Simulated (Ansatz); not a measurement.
Cartesian coordinates in Å:
```
C -1.397 -0.293 -1.827
C -1.482 0.136 -0.371
C -0.177 0.006 0.422
C 0.275 -1.452 0.544
C -0.783 -2.407 1.071
C 0.951 0.899 -0.126
C 2.184 0.875 0.770
C 0.504 2.342 -0.323
H -2.367 -0.188 -2.320
H -0.680 0.311 -2.389
H -1.093 -1.338 -1.926
H -2.255 -0.452 0.132
H -1.832 1.171 -0.318
H -0.395 0.364 1.440
H 0.633 -1.804 -0.431
H 1.139 -1.497 1.210
H -1.204 -2.048 2.015
H -1.611 -2.538 0.371
H -0.356 -3.395 1.257
H 1.246 0.501 -1.106
H 2.641 -0.113 0.833
H 2.946 1.562 0.392
H 1.929 1.193 1.787
H -0.278 2.440 -1.078
H 1.345 2.964 -0.641
H 0.119 2.761 0.613
```

Charge 0, multiplicity 1.

(1) List the PBE0/def2-TZVPP orbital energies in eV (the Gaussian-basis code of Ansatz). (An estimate is asked.)

Results:

(1) Computed: Occupied: -278.08, -278.00, -277.81, -277.79, -277.68, -277.67, -277.63, -277.63, -23.22, -21.51, -20.87, -19.05, -18.90, -17.28, -16.33, -14.96, -13.37, -12.97, -12.49, -12.05, -11.37, -11.26, -11.10, -10.70, -10.56, -10.13, -9.85, -9.71, -9.59, -9.11, -8.64, -8.44, -8.36. Lowest empty: 1.11, 1.62, 1.67, 1.97, 2.56, 2.64, 2.95, 3.05.
